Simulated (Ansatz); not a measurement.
Diamond, treated with Hartree–Fock in Ansatz (plane waves, PAW).

Numerical settings: plane-wave cutoff 460 eV, 12×12×12 k mesh, Fermi–Dirac smearing 0.01 eV, scalar-relativistic PAW data made under PBE.

Equation-of-state points:

```
V (Å³/atom)  E − E_lowest (meV/atom)  P (GPa)
-----------  -----------------------  -------
5.311                          23.79    28.41
5.451                           5.56    13.65
5.638                           0.00    -3.70
5.731                           4.38   -11.35
5.870                          18.97   -21.91
```

What bulk modulus B0 and pressure derivative B′ does a third-order Birch–Murnaghan fit give?

V0 = 5.596 Å³/atom, B0 = 497 GPa, B′ = 3.5 (fit to the energies at full precision).

Measured, for comparison: bulk modulus 455 GPa (0 K value with the zero-point phonon effect removed; as tabulated in Mejia-Rodriguez and Trickey (2018), arXiv:1807.09216); equilibrium volume per atom 5.61 Å³/atom (static lattice: zero-point anharmonic expansion removed; as tabulated in Mejia-Rodriguez and Trickey (2018), arXiv:1807.09216). Computed (rounded) less measured: bulk modulus +9 %, equilibrium volume per atom -0.2 %.

Computed values are for the static lattice.

Ansatz is an electronic-structure program.
